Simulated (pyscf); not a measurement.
Optimised with ωB97X-D3(BJ)/def2-SVP in PySCF. Correlated levels are frozen-core, on RHF or UHF. ΔMP2 is the change of the MP2 total energy from the triple- to the quadruple-zeta basis.

Q: F–Cl + H₂B–Cl → Cl–BH–Cl + HF
Surface: singlet. Broken: Cl–F, B–H. Formed: B–Cl, F–H. Give ΔE‡ and ΔE from CCSD/def2-TZVPP, relative to the separated reactants.

A: ΔE‡ = 45.1 kcal/mol, ΔE = -94.4 kcal/mol. CCSD(T)/def2-TZVPP + ΔMP2(QZVPP) gives 33.9 kcal/mol and -94.2 kcal/mol. Zero-point energy shifts the barrier by -1.1 kcal/mol. It is a four-centre exchange, with an imaginary mode of 1394i cm⁻¹. This is the saddle that the search found; another between the same sides may lie lower. One closed-shell reference is unstable to symmetry breaking; treat the single-reference values with care. The CCSD(T) − MP2 part came from Ansatz, without density fitting, on the same reference.
